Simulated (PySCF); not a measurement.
**SiH2NCl**

SiH2NCl is a silylene (divalent Si1, bonded to 1 Cl + 1 N), neutral, singlet. The structure, one conformer, was relaxed in the gas phase by PBE0-D3(BJ)/def2-SVP. No frequency run checks that it is a minimum.

SMILES: N[Si]Cl

```xyz
5

Si    0.746   -1.012    0.126
Cl    2.215    0.503   -0.046
N    -0.635   -0.002    0.045
H    -1.574   -0.386    0.093
H    -0.626    1.010   -0.056
```
Atoms count from 1 in this order.

Shieldings: GIAO PBE0/pcSseg-2. Shifts are against computed references at the same level: H TMS (σ 31.24 ppm), Si TMS (σ 341.3 ppm). Core levels by delta-SCF with SCAN, pcX-2 on the ionised atom and pcseg-1 elsewhere, spin-free X2C (2p3/2 is the spin-free 2p value less a third of a first-order spin-orbit splitting); from the vacuum level, for chosen atoms.

Q: Give the shieldings and core levels atom by atom.

A: 
```
atoms   bonded to  σ (ppm)  δ (ppm)  core level (eV)
  Si1  1 Cl + 1 N    163.7    177.6     2p3/2 107.99
  Cl2        1 Si    653.7        -     2p3/2 205.45
   N3  1 Si + 2 H    108.8        -        1s 405.38
   H4         1 N    26.33     4.91                -
   H5         1 N    26.16     5.09                -
```

Values are those of this one static structure; atoms that internal rotation interchanges would show their mean in an NMR spectrum.

Q: By CAM-B3LYP/def2-SVPD (TDDFT singlets, Tamm-Dancoff triplets, ionisation by delta-SCF), where does absorption start, and what does vertical ionisation take?

A: The lowest singlet lies at 4.68 eV (f 0.057), the strongest of the first 6 at 6.65 eV (f 0.407), the lowest triplet at 2.95 eV; vertical ionisation takes 9.60 eV.
